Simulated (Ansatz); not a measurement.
The first iterations of a band of C₂H₅FOS (10 atoms, charge 0, multiplicity 1).

All numbers below come from RHF/def2-SVP (Ansatz 0.2.0).

```json
{
 "movable images": "9",
 "climbing image": "yes",
 "spring": "5.0 eV/Å²",
 "optimiser": "quadratic models (default)",
 "start path": "through a guess of the saddle point",
 "force threshold": "0.03 eV/Å",
 "iteration limit": "28",
 "end points": "relaxed"
}
```

Image 0:

```xyz
10
Properties=species:S:1:pos:R:3
C -1.138 -0.005 0.207
C 0.298 -0.098 -0.242
O 0.406 0.395 -1.500
F 0.666 -1.405 -0.238
S 1.479 0.804 0.842
H -1.753 -0.575 -0.488
H -1.247 -0.417 1.208
H -1.460 1.034 0.207
H 1.303 0.331 -1.800
H 1.530 -0.114 1.808
```

Image 10:

```xyz
10
Properties=species:S:1:pos:R:3
C -1.138 0.014 0.209
C 0.294 -0.056 -0.259
O 0.438 0.706 -1.370
F 0.586 -1.348 -0.557
S 1.518 0.504 0.996
H -1.278 -0.608 1.091
H -1.400 1.042 0.446
H -1.780 -0.349 -0.594
H 1.332 0.660 -1.682
H 1.511 -0.615 1.722
```

| iteration | highest image above the first end (eV) | largest band force component (eV/Å) |
| --- | --- | --- |
| 1 | 1.151 | 5.661 |
| 2 | 0.268 | 1.601 |

Does the band converge within its limit, and where does its top end?

The run converged. It ended after 8 iterations with the highest image 0.195 eV above the first end. A vibrational analysis at the climbing image gives one clearly imaginary mode, 274i cm⁻¹: a first-order saddle point.

Run time: 7.7 min on 1 thread of Intel(R) Xeon(R) Processor @ 2.50GHz (Skylake/Cascade Lake), on a shared host, peak memory 0.2 GiB.
